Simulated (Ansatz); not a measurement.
in.yaml

```yaml
crystal:
  periodic: [false, false, false]
  atoms:
    - {symbol: Br, position_ang: [0.000000, 0.000000, -1.533200]}
    - {symbol: H, position_ang: [0.000000, 0.000000, -0.112600]}
    - {symbol: Cl, position_ang: [0.000000, 0.000000, 1.645800]}
basis:
  gaussian: {orbitals: cc-pVDZ}
magnetization: {spin_polarized: false, initial_magnetization: 1}
correlation: {method: ccsdt, electrons: outside_noble_gas}
```

```sh
$ ansatz run in.yaml --threads 1 --pin off --events-out ev --progress --plain --max-ram 2393MiB
```

Output:

```
932 factors; integrals over basis functions are off by at most 1.6e-7 eV
mean field evaluation 1: about -82515.2009 eV, gradient 1.0e1 eV
mean field evaluation 2: about -82515.2024 eV, gradient 1.0e1 eV
mean field evaluation 4: about -82516.0791 eV, gradient 1.6e0 eV
mean field evaluation 8: about -82516.1314 eV, gradient 2.9e-4 eV
mean field evaluation 16: about -82516.1294 eV, gradient 1.5e-1 eV
mean field evaluation 32: about -82516.0429 eV, gradient 8.1e-3 eV
mean field evaluation 64: about -82516.0429 eV, gradient 2.1e-3 eV
mean field evaluation 96: about -82515.8397 eV, gradient 3.4e0 eV
mean field evaluation 128: about -82516.0429 eV, gradient 1.5e-3 eV
mean field evaluation 160: about -82516.1314 eV, gradient 6.2e-2 eV
mean field evaluation 192: about -82516.0427 eV, gradient 1.1e-1 eV
mean field -82516.13139343 eV, -3032.4118972659 hartree, gradient 1.4e-6 eV, S^2 0.750000; 9 other end points of the search recorded, 0 dependent functions left out
mean field evaluation 224: about -82516.2885 eV, gradient 1.2e-1 eV
mean field evaluation 256: about -82516.1554 eV, gradient 2.0e-2 eV
determinant -82516.13139343 eV, -3032.4118972659 hartree, with singles and doubles -82523.81972964 eV, -3032.6944384101 hartree
determinant -82516.04289044 eV, -3032.4086448411 hartree, with singles and doubles -82523.60742712 eV, -3032.6866364364 hartree
determinant -82514.48082173 eV, -3032.3512398745 hartree, with singles and doubles -82522.63658656 eV, -3032.6509587039 hartree
determinant -82516.13139343 eV, -3032.4118972659 hartree, with singles and doubles -82523.81980347 eV, -3032.6944411233 hartree
determinant -82516.04289044 eV, -3032.4086448411 hartree, with singles and doubles -82523.60846365 eV, -3032.6866745282 hartree
19 core orbitals not correlated: weight in the atoms' cores, before any rotation towards them, 1.000 or more for the frozen orbitals, at most 0.000 for the correlated occupied ones
reference -82516.13139343 eV, -3032.4118972659 hartree; 8, 7 occupied and 23, 24 virtual orbitals, 932 factors
second order -6.77465786 eV of doubles, -0.08853673 eV of singles
cycle   1  -7.49336105 eV  change   -6.3e-1 eV  update   6.0e-2
cycle   2  -7.76922346 eV  change   -2.8e-1 eV  update   2.3e-2
cycle   3  -7.82817333 eV  change   -5.9e-2 eV  update   1.4e-2
cycle   4  -7.82127508 eV  change    6.9e-3 eV  update   7.1e-3
cycle   5  -7.82371463 eV  change   -2.4e-3 eV  update   3.5e-3
cycle   6  -7.82384155 eV  change   -1.3e-4 eV  update   1.1e-3
cycle   7  -7.82383347 eV  change    8.1e-6 eV  update   3.3e-4
cycle   8  -7.82406152 eV  change   -2.3e-4 eV  update   1.4e-4
cycle   9  -7.82408464 eV  change   -2.3e-5 eV  update   5.0e-5
cycle  10  -7.82405698 eV  change    2.8e-5 eV  update   2.0e-5
cycle  11  -7.82406824 eV  change   -1.1e-5 eV  update   8.2e-6
cycle  12  -7.82407575 eV  change   -7.5e-6 eV  update   2.6e-6
cycle  13  -7.82407848 eV  change   -2.7e-6 eV  update   1.2e-6
cycle  14  -7.82407919 eV  change   -7.1e-7 eV  update   4.4e-7
Total energy: -82523.95547262 eV, -3032.6994268728 hartree
```

Ran on 1 thread of Intel Xeon 6975P-C, shared host: 11 s wall, 0.22 GiB peak host memory.
